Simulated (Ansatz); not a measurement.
Species: trichloroborane, BCl3, charge 0, multiplicity 1. SMILES: ClB(Cl)Cl
Geometry: optimised at B3LYP-D3(BJ)/def2-TZVP (Ansatz, a first-principles code).

Computed values are from Ansatz. Cores are frozen in the correlated levels unless marked. UHF or UKS for open shells. Spin-orbit coupling is left out. No relativistic terms. CBS marks a two-point X^-3 extrapolation of the correlation energy; Hartree-Fock from the larger set. [CCSD(T)-MP2]/basis is that difference in the basis named.

```json
{
  "atomisation energy De": "323.7 kcal/mol at CCSD(T)/CBS(cc-pV(T+d)Z,cc-pV(Q+d)Z)",
  "vertical electron affinity (to the doublet; negative means unbound)": "-0.15 eV at RI-MP2/CBS(aug-cc-pV(T+d)Z,aug-cc-pV(Q+d)Z)+[CCSD(T)-MP2]/aug-cc-pV(T+d)Z",
  "total_energy": "-1404.2394 Eh at CCSD(T)/CBS(cc-pV(T+d)Z,cc-pV(Q+d)Z)",
  "dipole_moment": "0.00 D at CCSD(T)/aug-cc-pV(D+d)Z",
  "T1 diagnostic": "0.011 at CCSD/cc-pV(Q+d)Z",
  "measured enthalpy of formation, 298 K": "-96.3 kcal/mol (G2/97 table in ASE (Curtiss et al.); older table, unchecked)",
  "measured_dipole_moment": "0.00 D (NIST CCCBDB, as tabulated in the package chemicals; older table, unchecked)"
}
```
